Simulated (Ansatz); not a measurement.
A nudged elastic band was laid between two geometries of CH$_{4}$BN (7 atoms, charge 0, multiplicity 1).

Theory: RKS PBE0-D4/def2-SVP (Ansatz 0.2.0).

| Quantity | Value |
| --- | --- |
| movable images | 9 |
| climbing image | yes |
| spring | 5.0 eV/Å² |
| optimiser | fire |
| start path | IDPP |
| force threshold | 0.05 eV/Å |
| iteration limit | 60 |
| end points | relaxed |
| largest step | 0.5 Å |

Image 0:

```xyz
7
Properties=species:S:1:pos:R:3
B -0.898 0.362 -0.601
C 0.347 0.076 0.313
N 0.863 -1.098 0.298
H -1.332 -0.528 -1.287
H -1.411 1.457 -0.616
H 0.764 0.879 0.954
H 1.667 -1.148 0.938
```

Image 10:

```xyz
7
Properties=species:S:1:pos:R:3
B -0.897 0.362 -0.602
C 0.347 0.077 0.313
N 0.859 -1.098 0.303
H -1.408 1.458 -0.625
H -1.332 -0.533 -1.282
H 0.768 0.882 0.950
H 1.663 -1.148 0.943
```

(1) What changes between the two ends?

(2) Give the energies along the band, and the barrier.

(3) What is the geometry of the highest image?

Answers

(1) No bond is made or broken. The dihedral H4–B1–C2–N3 goes from 0 to -180°. The two ends are copies of one structure, up to a mirror image or an exchange of like atoms.

(2) The forces met the threshold. The highest image is number 5 of 0 to 10, 0.047 eV above the ends, which have the same energy within 2 meV. Another band between the same ends (9 images) ends at a top of the same energy, where a vibrational analysis finds 1 clearly imaginary mode.

```csv
image,path coordinate (Å),energy (eV),dihedral H4–B1–C2–N3 (°)
0,0.00,0.000,0
1,0.35,0.001,-18
2,0.70,0.005,-37
3,1.05,0.018,-56
4,1.40,0.037,-74
5,1.75,0.047,-91
6,2.09,0.036,-108
7,2.44,0.017,-124
8,2.78,0.005,-142
9,3.13,0.001,-160
10,3.48,0.000,-180
```

(3) 
```xyz
7
Properties=species:S:1:pos:R:3
B -0.800 0.285 -0.737
C 0.432 0.068 0.203
N 0.394 -0.919 1.008
H -0.836 -0.211 -1.839
H -1.724 0.970 -0.365
H 1.290 0.777 0.149
H 1.244 -0.969 1.581
```

The run took 7.6 min on 1 thread of Intel(R) Xeon(R) Processor @ 2.70GHz, on a shared host, peak memory 0.12 GiB.
